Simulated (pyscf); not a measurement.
`[NH2][SiH2][Cl]` + `[FH]` -> `[NH2][SiH]([F])[Cl]` + `[H][H]` (four-centre exchange; singlet surface; H–Si, F–H broken, F–Si, H–H formed). Structures and frequencies: ωB97X-D3(BJ)/def2-SVP in PySCF. Rate constants from transition-state theory, ωB97M-D3(BJ)/def2-TZVP energies (ideal gas, 1 atm, RRHO with modes under 100 cm⁻¹ raised to 100, one conformer, R ln 2 for chiral ones without a mode under 150 cm⁻¹; no tunnelling), k in cm³ molecule⁻¹ s⁻¹.

```csv
T (K),1000/T,log10 k
298,3.354,-29.63
600,1.667,?
900,1.111,-18.42
1200,0.833,-16.89
```

Problem. Fit an Arrhenius line to the three values, give the activation energy, and predict k at 600 K.

Solution. Least squares gives log10 k = -12.76 − 5.03 × 1000/T, so Ea = 5.03 × ln 10 × 1.987 = 23.0 kcal/mol, against an electronic barrier of 22.1. At 600 K the line gives -21.14; the computed value is -21.30 (ΔG‡ = 42.0 kcal/mol), a factor 1.4 under the line, since the plot is curved. One saddle was located; it need not be the lowest between these sides.
